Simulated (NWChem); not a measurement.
System: nitrogen trifluoride (NF3); SMILES FN(F)F

Input file for NWChem:

```
start job
memory heap 200 mb stack 900 mb global 1100 mb
geometry units angstroms noautoz
  F      0.860803     0.860803    -0.121585
  N      0.000000     0.000000     0.466697
  F     -1.175879     0.315076    -0.121585
  F      0.315076    -1.175879    -0.121585
end
basis spherical
  * library def2-svp
end
dft
  xc b3lyp
  iterations 150
  mulliken
end
task dft energy
```

Parts of the log:

```
             Northwest Computational Chemistry Package (NWChem) 7.3.0
             --------------------------------------------------------

 C3V symmetry detected

                             Geometry "geometry" -> ""
                             -------------------------

 Output coordinates in angstroms (scale by  1.889725989 to convert to a.u.)

  No.       Tag          Charge          X              Y              Z
 ---- ---------------- ---------- -------------- -------------- --------------
    1 F                    9.0000     0.86080314     0.86080314    -0.12111688
    2 N                    7.0000     0.00000000     0.00000000     0.46716512
    3 F                    9.0000    -1.17587895     0.31507582    -0.12111688
    4 F                    9.0000     0.31507582    -1.17587895    -0.12111688

 Effective nuclear repulsion energy (a.u.)     134.9581687452

      Symmetry information
      --------------------

 Group name             C3v
 Group number             17
 Group order               6
 No. of unique centers     2

                                 NWChem DFT Module
                                 -----------------

 Summary of "ao basis" -> "ao basis" (spherical)
 ------------------------------------------------------------------------------
       Tag                 Description            Shells   Functions and Types
 ---------------- ------------------------------  ------  ---------------------
 F                          def2-svp                 6       14   3s2p1d
 N                          def2-svp                 6       14   3s2p1d

      Symmetry analysis of basis
      --------------------------

        a1         16
        a2          4
        e          36

  Rotation of axis

            General Information
            -------------------
          SCF calculation type: DFT
          Wavefunction type:  closed shell.
          No. of atoms     :     4
          No. of electrons :    34
           Alpha electrons :    17
            Beta electrons :    17
          Charge           :     0
          Spin multiplicity:     1
          Use of symmetry is: on ; symmetry adaption is: on
          Maximum number of iterations: 150
          AO basis - number of functions:    56
                     number of shells:    24
          Convergence on energy requested:  1.00D-06
          Convergence on density requested:  1.00D-05
          Convergence on gradient requested:  5.00D-04

              XC Information
              --------------
                         B3LYP Method XC Potential
                     Hartree-Fock (Exact) Exchange  0.200
                        Slater Exchange Functional  0.800 local
                    Becke 1988 Exchange Functional  0.720 non-local
              Lee-Yang-Parr Correlation Functional  0.810
                  VWN I RPA Correlation Functional  0.190 local

             Grid Information
             ----------------
          Grid used for XC integration:  medium
          Radial quadrature: Mura-Knowles
          Angular quadrature: Lebedev.
          Tag              B.-S. Rad. Rad. Pts. Rad. Cut. Ang. Pts.
          ---              ---------- --------- --------- ---------
          F                   0.50       49           6.0       434
          N                   0.65       49           5.0       434
          Grid pruning is: on
          Number of quadrature shells:    98
          Spatial weights used:  Erf1

      Superposition of Atomic Density Guess
      -------------------------------------

 Sum of atomic energies:        -352.12171569

      Non-variational initial energy
      ------------------------------

 Total energy =    -352.643798
 1-e energy   =    -760.506402
 2-e energy   =     272.904435
 HOMO         =      -0.312559
 LUMO         =       0.203638

      Symmetry analysis of molecular orbitals - initial
      -------------------------------------------------

  Numbering of irreducible representations:

     1 a1          2 a2          3 e

  Orbital symmetries:

     1 a1          2 e           3 e           4 a1          5 a1
     6 e           7 e           8 a1          9 e          10 e
    11 a1         12 e          13 e          14 e          15 e
    16 a2         17 a1         18 e          19 e          20 a1
    21 a1         22 e          23 e          24 a1         25 e
    26 e          27 a1

     ---------------------------------------------
      Total Density - Mulliken Population Analysis
     ---------------------------------------------

    Atom       Charge   Shell Charges
 -----------   ------   -------------------------------------------------------
    1 F    9     9.41   1.99  1.14  0.78  3.42  2.07  0.01
    2 N    7     5.76   1.99  1.07  0.56  1.35  0.71  0.07
    3 F    9     9.41   1.99  1.14  0.78  3.42  2.07  0.01
    4 F    9     9.41   1.99  1.14  0.78  3.42  2.07  0.01

   convergence    iter        energy       DeltaE   RMS-Dens  Diis-err
 ---------------- ----- ----------------- --------- --------- ---------
 d= 0,ls=0.0,diis     1   -353.5553335682 -4.89D+02  3.54D-02  2.32D+00
 d= 0,ls=0.0,diis     2   -353.0095601166  5.46D-01  2.24D-02  9.16D+00
 d= 0,ls=0.0,diis     3   -353.7932305390 -7.84D-01  2.34D-03  4.61D-02
 d= 0,ls=0.0,diis     4   -353.7962514182 -3.02D-03  6.32D-04  7.26D-03
 d= 0,ls=0.0,diis     5   -353.7967822498 -5.31D-04  6.01D-05  2.16D-05
  Resetting Diis
 d= 0,ls=0.0,diis     6   -353.7967846289 -2.38D-06  1.96D-05  3.65D-07
 d= 0,ls=0.0,diis     7   -353.7967847132 -8.43D-08  1.68D-06  3.14D-09

         Total DFT energy =     -353.796784713219
      One electron energy =     -759.188738911611
           Coulomb energy =      308.601660246051
    Exchange-Corr. energy =      -38.167874792849
 Nuclear repulsion energy =      134.958168745189

 Numeric. integr. density =       34.000002116621

                  Occupations of the irreducible representations
                  ----------------------------------------------

                     irrep           alpha         beta
                     --------     --------     --------
                     a1                6.0          6.0
                     a2                1.0          1.0
                     e                10.0         10.0

                       DFT Final Molecular Orbital Analysis
                       ------------------------------------

 Vector   15  Occ=2.000000D+00  E=-4.513279D-01  Symmetry=e
              MO Center=  3.2D-01, -2.0D-01, -9.1D-02, r^2= 1.8D+00
   Bfn.  Coefficient  Atom+Function         Bfn.  Coefficient  Atom+Function
  ----- ------------  ---------------      ----- ------------  ---------------
    47      0.365481  4 F  py                48     -0.332047  4 F  pz
     5      0.319261  1 F  py                 6      0.278574  1 F  pz
    50     -0.253490  4 F  py                33      0.250861  3 F  py
     8     -0.215751  1 F  py                51      0.210225  4 F  pz
     9     -0.176370  1 F  pz                36     -0.159900  3 F  py

 Vector   16  Occ=2.000000D+00  E=-4.355209D-01  Symmetry=a2
              MO Center= -4.1D-15,  6.4D-15, -1.2D-01, r^2= 1.9D+00
   Bfn.  Coefficient  Atom+Function         Bfn.  Coefficient  Atom+Function
  ----- ------------  ---------------      ----- ------------  ---------------
    33      0.401457  3 F  py                46     -0.401457  4 F  px
     4      0.293887  1 F  px                 5     -0.293887  1 F  py
    36     -0.263003  3 F  py                49      0.263003  4 F  px
     7     -0.192532  1 F  px                 8      0.192532  1 F  py
    32      0.107570  3 F  px                47     -0.107570  4 F  py

 Vector   17  Occ=2.000000D+00  E=-3.479178D-01  Symmetry=a1
              MO Center=  5.0D-16,  2.4D-16,  3.7D-01, r^2= 1.4D+00
   Bfn.  Coefficient  Atom+Function         Bfn.  Coefficient  Atom+Function
  ----- ------------  ---------------      ----- ------------  ---------------
    20     -0.445816  2 N  pz                17      0.438147  2 N  s
     6      0.300958  1 F  pz                34      0.300958  3 F  pz
    48      0.300958  4 F  pz                16      0.272538  2 N  s
     9     -0.224198  1 F  pz                37     -0.224198  3 F  pz
    51     -0.224198  4 F  pz                23      0.196573  2 N  pz

 Vector   18  Occ=0.000000D+00  E= 3.843344D-02  Symmetry=e
              MO Center=  9.1D-02,  4.5D-02,  3.3D-01, r^2= 1.2D+00
   Bfn.  Coefficient  Atom+Function         Bfn.  Coefficient  Atom+Function
  ----- ------------  ---------------      ----- ------------  ---------------
    22     -0.596068  2 N  py                19      0.555585  2 N  py
    21     -0.426951  2 N  px                 3      0.396098  1 F  s
    18      0.397954  2 N  px                45     -0.254756  4 F  s
     7     -0.245851  1 F  px                 9      0.239678  1 F  pz
     6     -0.231224  1 F  pz                 4      0.214689  1 F  px

 Vector   19  Occ=0.000000D+00  E= 3.843344D-02  Symmetry=e
              MO Center= -9.1D-02, -4.5D-02,  3.3D-01, r^2= 1.2D+00
   Bfn.  Coefficient  Atom+Function         Bfn.  Coefficient  Atom+Function
  ----- ------------  ---------------      ----- ------------  ---------------
    21     -0.596068  2 N  px                18      0.555585  2 N  px
    22      0.426951  2 N  py                19     -0.397954  2 N  py
    31     -0.375770  3 F  s                 35     -0.309078  3 F  px
    45      0.310291  4 F  s                 32      0.269026  3 F  px
    50      0.269752  4 F  py                47     -0.236174  4 F  py

[...]
```

Level: B3LYP/def2-SVP. Structure relaxed at the PBE0/def2-SVP level.
